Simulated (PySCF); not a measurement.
**Badger's rule along the third period: bonds to F**

PBE0 in PySCF with def2-TZVP on every atom, for the lowest determinant that a PBE0 search found; no spin–orbit coupling. Badger's rule says that Re = d + c·k^(−1/3) for bonds between atoms of fixed rows.

| molecule | state (unpaired electrons) | Re (Å) | k (mdyn/Å) |
| --- | --- | --- | --- |
| SF | doublet (π ↑) | 1.594 | 5.24 |
| ClF | singlet (closed shell) | 1.620 | ? |
| AlF | singlet (closed shell) | 1.664 | ? |
| MgF | doublet (σ ↑) | 1.764 | ? |
| NaF | singlet (closed shell) | 1.923 | 1.78 |

Fix c and d from SF and NaF.

c = (1.923 − 1.594)/(1.78^(−1/3) − 5.24^(−1/3)) = 1.319, d = 1.594 − c·5.24^(−1/3) = 0.835 Å.

Predict k of the others and set the computed values beside them.



| molecule | k by the rule | k computed | difference (%) |
| --- | --- | --- | --- |
| ClF | 4.74 | 4.95 | -4 |
| AlF | 4.02 | 4.07 | -1 |
| MgF | 2.86 | 3.07 | -7 |

The rule misses by 4 % on average, well for two fitted constants.

States were picked by a PBE0 search and need not be the measured ground states.
